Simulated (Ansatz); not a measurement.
Isolated molecules relaxed with PBE0-D4/def2-TZVP in Ansatz; ΔE leaves out vibrations. CBS: MP2 limit from def2 TZ/QZ plus the TZ coupled-cluster correction, frozen cores. This one scheme is used for every species. Functionals use def2-TZVPP. Each species was taken in one conformer, which may not be the lowest.

Consider the hydrogenolysis of a C–F bond: `C=NCF` + H₂ → `C=NC` + H–F.

| level | ΔE (kJ/mol) |
| --- | --- |
| PBE0-D4 | -77.1 |
| BHLYP-D4 | -75.6 |
| ωB97M-V | -73.0 |
| r2SCAN | -67.8 |
| CAM-B3LYP | -71.4 |
| HF/def2-TZVPP | -78.4 |
| HF/def2-QZVPP | -79.0 |
| SCS-MP2/def2-QZVPP | -85.0 |

Task: What does CCSD(T)/CBS give? (Best estimate.)

Result: Ansatz gave: -84.6 kJ/mol. The listed levels differ from it by 7.5, 9.0, 11.6, 16.8, 13.2, 6.2, 5.6, -0.4 kJ/mol.

Largest T1 diagnostic among the species: 0.012.

Leaving LDA and LC-ωPBE aside and taking each functional with its dispersion term where it has one, the values, not all of them listed here, spread over 16.7 kJ/mol, from PBE-QIDH to BLYP-D4. LDA lies +4.5 kJ/mol from PBE without D4. From r2SCAN to r2SCAN0 (25 % exact exchange), in def2-TZVPP and without D4, ΔE moves by −7.1 kJ/mol. At CCSD(T), def2-SVP lies +15.9 kJ/mol from the extrapolated value and def2-TZVPP +3.2 kJ/mol.
